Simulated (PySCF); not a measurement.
**`InChI=1S/C4H8S/c1-3-2-4(3)5/h3-5H,2H2,1H3/t3-,4+/m1/s1`**

Geometry:
| atom | x (Å) | y (Å) | z (Å) |
| --- | --- | --- | --- |
| C1 | -1.475 | -0.452 | -0.534 |
| C2 | -0.582 | 0.163 | 0.512 |
| C3 | 0.472 | 1.152 | 0.115 |
| C4 | 0.868 | -0.207 | 0.610 |
| S5 | 1.564 | -1.407 | -0.544 |
| H6 | -2.323 | 0.200 | -0.735 |
| H7 | -0.927 | -0.608 | -1.460 |
| H8 | -1.852 | -1.415 | -0.192 |
| H9 | -1.082 | 0.335 | 1.459 |
| H10 | 0.670 | 2.005 | 0.748 |
| H11 | 0.595 | 1.350 | -0.939 |
| H12 | 1.313 | -0.300 | 1.592 |
| H13 | 2.754 | -0.816 | -0.649 |

The calculation used PySCF, TDDFT wB97X-D/aug-cc-pVDZ circular dichroism and optical rotation, one conformer, gas phase. Geometry: GFN2-xTB.

The molecule is flexible and this is one conformer; a measurement averages over conformers.

Draw the ECD and absorption spectra from the lowest 12 states, each a Gaussian of half-width 0.25 eV at 1/e height.


| E (eV) | λ (nm) | Δε (L mol⁻¹ cm⁻¹) | ε (L mol⁻¹ cm⁻¹) |
| --- | --- | --- | --- |
| 5.11 | 243 | -0.06 | 8.57 |
| 5.26 | 236 | -0.48 | 65.9 |
| 5.41 | 229 | -1.81 | 249 |
| 5.56 | 223 | -3.31 | 480 |
| 5.71 | 217 | -3.02 | 636 |
| 5.86 | 212 | -1.62 | 1070 |
| 6.01 | 206 | -0.93 | 1690 |
| 6.16 | 201 | -0.80 | 1510 |
| 6.31 | 196 | -1.43 | 803 |
| 6.46 | 192 | -3.67 | 627 |
| 6.61 | 188 | -5.56 | 814 |
| 6.76 | 183 | -4.48 | 835 |
| 6.91 | 179 | -1.75 | 797 |
| 7.06 | 176 | +2.38 | 842 |
| 7.21 | 172 | +8.48 | 1100 |
| 7.36 | 168 | +14.02 | 1600 |
| 7.51 | 165 | +18.57 | 2320 |
| 7.66 | 162 | +20.49 | 3410 |
| 7.81 | 159 | +17.16 | 4980 |

Δε uses R in velocity form, ε uses f in length form. Only the states computed contribute, so the short-wavelength end is incomplete.
